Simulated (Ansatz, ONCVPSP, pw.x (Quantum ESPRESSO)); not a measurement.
B (Z = 5): does the ONCV potential hold in the solid?

```
Element                 : boron
Generator               : ONCVPSP 4.0.1
Type                    : optimised norm-conserving Vanderbilt (ONCV)
Functional              : PBEsol
Relativity              : scalar-relativistic
Frozen core             : [He]
Valence charge          : 3
Reference configuration : 2s2 2p1
Partial waves           : 2s: rc 1.65 bohr, ncon 5, nbas 8, qcut 4.1 1/bohr, local; 2p: rc 3.05 bohr, ncon 5, nbas 9, qcut 3.8 1/bohr, 2 projectors, debl 3.7 Ha; d scattering state at 0.44 Ha: rc 3.20 bohr, ncon 3, nbas 8, qcut 2.6 1/bohr, 2 projectors, debl 0.4 Ha
Local potential         : the s channel
Core correction         : Teter function, fcfact 4.5, rcfact 1.5
```

Crystal test: bcc B in pw.x 7.5, no spin, 18³ k-points, Fermi–Dirac smearing 0.01 Ry, cutoffs 115/460 Ry. The reference is all-electron LAPW (Ansatz 0.2.0) with the same functional, mesh and smearing; V0 and B0 come from Birch–Murnaghan fits to the pressures at five volumes. Errors are pseudo minus all-electron; Δ is the rms difference of the E(V) curves that follow from these fits, minima aligned, over ±6 % about the mean V0. Mesh and smearing are coarse, so the numbers serve the comparison and aren't converged zero-temperature values; the lattice is a test structure that the element need not adopt.

```tsv
V (Å³/atom)	P all-electron (GPa)	P pseudo (GPa)
5.793	12.35	-96.77
5.946	5.20	-93.67
6.098	-1.07	-90.70
6.250	-6.52	-87.86
6.403	-11.24	-85.15
```

All-electron: a0 = 2.298 Å (V0 = 6.07 Å³/atom), B0 = 237.8 GPa.

Pseudopotential: mean pressure error (GPa): -90.57. The pressure does not cross zero within the volumes sampled, so no fit is given. The largest radius (3.20 bohr) exceeds half the bond length (1.88 bohr), so the spheres overlap, which is one possible source of error among others. This is a poor potential for the solid. The pseudo pressure rises with volume over the whole range, a mechanical instability.

At the middle volume, how do free energy and pressure move when the wave cutoff is lowered (ecutrho kept at four times it)?

```csv
cutoff (Ry),shift of F (meV/atom),shift of P (GPa)
52,+23.5,+0.19
69,+16.3,-0.11
92,+5.6,-0.38
```

The 8 pw.x runs together took about 44 s on one core of a shared server CPU.
